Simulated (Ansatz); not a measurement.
1T (CdI2-type) PtSe₂ was calculated with LDA in Ansatz (plane waves, PAW).

Settings: plane-wave cutoff 500 eV, 12×12×8 k mesh (along the axes of the cell as run), Fermi–Dirac smearing 0.05 eV, scalar-relativistic PAW data made under PBE.

Computed at the level's own relaxed cell.

Task: What does this level give for the equilibrium volume per atom, lattice constant a and lattice parameter c?

Result: 
* **equilibrium volume per atom**: 19.25 Å³/atom
* **lattice constant a**: 3.741 Å
* **lattice parameter c**: 4.764 Å

The run finds no gap.

Measured, for comparison: lattice constant a 3.727 Å (temperature not stated, not corrected to a static lattice; as tabulated in Björkman (2014), arXiv:1406.2436); lattice parameter c 5.074 Å (temperature not stated, zero-point anharmonic expansion removed (computed with revB86b-DF2); no thermal correction; as tabulated in Björkman (2014), arXiv:1406.2436). Computed (rounded) less measured: lattice constant a +0.4 %, lattice parameter c -6.1 %.

Spin–orbit coupling is not included.

Computing time: about 110 core-seconds (a rough figure).

Ansatz is a quantum-chemistry and plane-wave program.
